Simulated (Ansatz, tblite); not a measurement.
Cost and result up the ladder for B(NH3)H3 (BNH₆) (8 atoms). The state is a singlet with charge 0. Geometry: r2SCAN-D4/def2-TZVP.

```csv
atom,x (Å),y (Å),z (Å)
B1,0.195,-0.413,0.710
N2,-0.186,0.394,-0.678
H3,-0.905,1.093,-0.508
H4,-0.534,-0.244,-1.388
H5,0.627,0.870,-1.058
H6,1.049,-1.208,0.386
H7,-0.839,-0.933,1.065
H8,0.593,0.441,1.471
```

Ansatz on 4 threads of Arm Neoverse V2 on a shared host; xTB runs through tblite on one thread. Times are rough, summed over both states, and most runs start from the orbitals of an earlier one. PBE0-D4/def2-TZVP serves as the yardstick here, not as an exact answer. The other state is a triplet.

The xTB rows come from tblite. HOMO above LUMO, or a gap near zero within one spin, warns that the state may not be the lowest or that an electron is smeared out.

xTB has no spin-polarisation term.

```json
{"level": "GFN2-xTB", "functions": "14", "wall time": "0.002 s"}
{"level": "GFN1-xTB", "functions": "20", "wall time": "0.004 s"}
{"level": "PBE-D4/def2-TZVP", "functions": "98", "wall time": "1.1 s"}
{"level": "PBE0-D4/def2-TZVP", "functions": "98", "wall time": "2 s"}
{"level": "r2SCAN-D4/def2-TZVP (with forces)", "functions": "98", "wall time": "3.2 s"}
```

Question: Estimate what each level gives for the vertical triplet (eV).

Answer: 
```csv
level,vertical triplet (eV),difference from PBE0-D4/def2-TZVP (eV),remarks
GFN2-xTB,9.81,2.91,–
GFN1-xTB,8.02,1.11,–
PBE-D4/def2-TZVP,6.56,-0.34,gap within one spin near zero (triplet)
PBE0-D4/def2-TZVP,6.91,0.00,–
r2SCAN-D4/def2-TZVP (with forces),6.75,-0.16,–
```
